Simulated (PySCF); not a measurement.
# Spin states of SiO

Unrestricted PBE0; PySCF, no relativity, basis sets Si pcseg-1, O pcseg-1. Outer shells of the fragments: Si 3s2 3p2; O 2s2 2p4.

Followed along the bond (rough minima from three points):

```csv
2Ms+1,unpaired,⟨S²⟩ at the start,R at minimum (Å),Te (eV)
1,none,0.00,1.52,0.00
3,π ↑↑,2.01,1.76,3.84
5,"σ ↑, π ↑↑↑",6.00,none in the scan,≤ 6.93
```

Solutions found at the starting distance of 1.715 Å, counted from the lowest of them; the search is not exhaustive and high or unbound solutions are not listed, so other states can lie among these:

```tsv
2Ms+1	unpaired	term	E (eV)	⟨S²⟩	⟨Lz²⟩	μ (D)
1	none	¹Σ⁺	0.00	0.00	0.00	-3.56
3	π ↑↑	mixed	3.08	2.01	2.01	-0.87
3	π ↑↑	mixed	3.43	2.01	2.01	-1.01
3	σ ↑, π ↑	³Π	3.46	2.01	1.01	-3.12
1	π ↑↓	mixed	3.51	1.00	2.01	-1.07
5	σ ↑, π ↑↑↑	⁵Π	6.24	6.00	1.00	-1.32
3	σ ↑, π ↑	³Π	6.58	2.00	1.01	-1.20
3	σ ↑↑	³Σ⁺	6.77	2.00	0.00	-2.88
5	π ↑↑↑↑	⁵Σ⁺	8.73	6.02	0.00	3.66
5	σ ↑↑, π ↑↑	mixed	9.42	6.00	2.01	-1.33
5	σ ↑↑, π ↑↑	mixed	9.76	6.00	2.00	-1.38
```

A term symbol is given only where ⟨S²⟩ and ⟨Lz²⟩ are close to those of a pure state; real π, δ and φ orbitals otherwise mix terms. A positive dipole means Si(−)O(+).

Q: Compare the gap between the two lowest followed solutions at the starting distance with the gap between their minima.

A: At PBE0 the second solution (triplet, unpaired electrons π ↑↑) lies +3.08 eV from the first (singlet, closed shell) at 1.715 Å and +3.84 eV at the minima; the two curves relax by different amounts, since their minima lie near 1.76 and 1.52 Å.

Counting both spins, an empty level lies below a filled one in some of these solutions, because spin and occupation are held.
